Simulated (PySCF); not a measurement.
Compound: 1-chloro-2-fluoroethane, C2H4ClF.
Z-matrix (Å and degrees, PBE0-D3(BJ)/def2-TZVP geometry), rows numbered from 1:
```
F 
C   1  1.3812
C   2  1.5086  1  108.42
Cl  3  1.7762  2  109.05  1  -179.85
H   2  1.0926  1  108.50  3   120.52
H   2  1.0926  1  108.53  3  -120.69
H   3  1.0890  2  111.04  1    61.35
H   3  1.0888  2  111.17  1   -60.87
```

Computed, not measured: PBE0-D3(BJ)/def2-TZVP geometry optimisation, gas phase in PySCF.

Masses are those of the commonest isotopes; rigid-rotor values at the optimised geometry. The values belong to one conformer with, in the numbering `[F:1][CH2:2][CH2:3][Cl:4]`, F1–C2–C3–Cl4 180°.

Problem. What are A, B and C (cm⁻¹)?

Solution. Ia = 16.69, Ib = 209.01, Ic = 219.30 u·Å²; 505379 MHz·u·Å²/I gives 30284, 2418 and 2305 MHz, that is A = 1.01016, B = 0.08066, C = 0.07687 cm⁻¹.

Problem. Classify the top.

Solution. A near-prolate asymmetric top: κ = (2 × 2418 − 30284 − 2305)/(30284 − 2305) = -0.99.

Problem. Is it planar, by Δ = Ic − Ia − Ib?

Solution. Not planar: Δ = Ic − Ia − Ib = -6.40 u·Å². For a rigid frame Δ = −2 Σ m c², so Σ m c² = 3.20 u·Å² lies off the ab plane, practically all of it from hydrogen. The atom farthest from that plane is 0.89 Å away.

Problem. Give the other two planar moments, Paa and Pbb, and the rms extents of the mass along the axes.

Solution. Paa = Σ m a² = (Ib + Ic − Ia)/2 = 205.81 and Pbb = Σ m b² = (Ia + Ic − Ib)/2 = 13.49 u·Å². With the mass M = 82.00 u, the rms extents √(P/M) along a, b and c are 1.58, 0.41, 0.20 Å.

Problem. Give the coordinates in the principal-axis frame, origin at the centre of mass.

Solution. The sense of each axis is arbitrary; atoms in the order of the calculation.
```csv
atom,mass (u),a (Å),b (Å),c (Å)
F1,18.998,-2.273,-0.068,0.001
C2,12.000,-1.011,0.494,-0.001
C3,12.000,0.007,-0.619,-0.001
Cl4,34.969,1.637,0.086,0.000
H5,1.008,-0.910,1.115,-0.895
H6,1.008,-0.908,1.120,0.889
H7,1.008,-0.090,-1.237,-0.892
H8,1.008,-0.091,-1.241,0.887
```

Problem. Where do the levels up to J = 4 lie, in cm⁻¹?

Solution. Above 0(0,0):
J = 1: 1(0,1) 0.1575, 1(1,1) 1.0870, 1(1,0) 1.0908
J = 2: 2(0,2) 0.4726, 2(1,2) 1.3983, 2(1,1) 1.4097, 2(2,1) 4.1982, 2(2,0) 4.1982
J = 3: 3(0,3) 0.9451, 3(1,3) 1.8652, 3(1,2) 1.8879, 3(2,2) 4.6707, 3(2,1) 4.6708, 3(3,1) 9.3277, 3(3,0) 9.3277
J = 4: 4(0,4) 1.5751, 4(1,4) 2.4877, 4(1,3) 2.5256, 4(2,3) 5.3008, 4(2,2) 5.3010, 4(3,2) 9.9578, 4(3,1) 9.9578, 4(4,1) 16.4776, 4(4,0) 16.4776
Those of J = 1 are B + C, A + C and A + B.

The dipole components are |μa| = 0.02 D, |μb| = 0.08 D, |μc| = 0.00 D.

No PBE0-D3(BJ)/def2-TZVP frequencies stand behind this structure, so it isn't proved a minimum. These are rigid-rotor constants of the computed structure; measured ground-state constants (B0) also hold zero-point vibration. Quadrupole hyperfine structure (35Cl) is left out.
